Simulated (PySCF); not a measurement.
Species: C4H7O (doublet state).
Cartesian coordinates in Å at the GFN2-xTB level; atoms count from 1:
```xyz
12
C4H7O angstrom
C      1.819    1.130   -0.173
C      1.215    0.106    0.329
C      0.147   -0.730   -0.367
C     -1.223   -0.416    0.241
O     -1.631    0.903   -0.014
H      1.861    1.667   -1.092
H      1.408   -0.207    1.350
H      0.376   -1.788   -0.231
H      0.132   -0.498   -1.432
H     -1.987   -1.055   -0.209
H     -1.201   -0.610    1.325
H     -0.915    1.496    0.248
```

The hyperfine couplings belong to this conformer and change with its torsions.

The species is `[H]/[C]=C\CCO` [radical].

Method: UKS B3LYP, pcH-1 on C H O, non-relativistic, mean-field spin-orbit, GIAO (PySCF). Isolated species at its GFN2-xTB geometry (one conformer only). The geometry wasn't refined by DFT: couplings that depend on bond lengths, twists or pyramidal angles can differ widely from those at the functional's own minimum. No stability test was run, so a lower SCF solution isn't excluded.

Mulliken spin populations: C1 +1.035, C2 -0.166, C3 +0.079, C4 -0.002, O5 +0.001, H6 +0.006, H7 +0.048, H8 +0.001, H9 -0.003, H10 +0.002, H11 0.000, H12 -0.002.

(1) What dipolar couplings does the calculation give for H8, H9, H10, H11, H12?

(2) Estimate them with point dipoles: put each population ρk at its nucleus, leave out the nucleus itself and the atom bound to it, and sum T = Σ [ρk/(2S)]·C·(3 n nᵀ − 1)/r³ with C = μ0 gₑ μB g_N μN/(4π h) = 79.06 MHz Å³.

(3) If all the spin sat on C1, T∥ = 2C/r³. What distance does the computed T3 of H11 then imply?

Answers

(1) 
```json
{"atom": "H8", "position": "3 bonds from C1", "distance from C1 (Å)": "3.26", "T1 (MHz)": "-4.37", "T2": "-1.54", "T3": "5.91"}
{"atom": "H9", "position": "3 bonds from C1", "distance from C1 (Å)": "2.66", "T1 (MHz)": "-6.24", "T2": "-1.34", "T3": "7.57"}
{"atom": "H10", "position": "4 bonds from C1", "distance from C1 (Å)": "4.39", "T1 (MHz)": "-1.12", "T2": "-0.63", "T3": "1.75"}
{"atom": "H11", "position": "4 bonds from C1", "distance from C1 (Å)": "3.79", "T1 (MHz)": "-1.31", "T2": "-0.99", "T3": "2.31"}
{"atom": "H12", "position": "5 bonds from C1", "distance from C1 (Å)": "2.79", "T1 (MHz)": "-2.83", "T2": "-2.14", "T3": "4.97"}
```

(2) 
```csv
atom,T1 (MHz),T2,T3,"T3, computed",difference in T3 (%)
H8,-1.41,-1.23,2.63,5.91,-55
H9,-4.09,-3.19,7.28,7.57,-4
H10,-1.33,-1.16,2.49,1.75,+43
H11,-1.59,-1.01,2.60,2.31,+13
H12,-3.57,-3.00,6.57,4.97,+32
```

In T3 the estimate is closest for H9 (-4 %, 2.66 Å from C1) and worst for H8 (-55 %, 3.26 Å).

(3) r = (2 × 79.06/2.31)^(1/3) = 4.09 Å, against 3.79 Å in the structure.
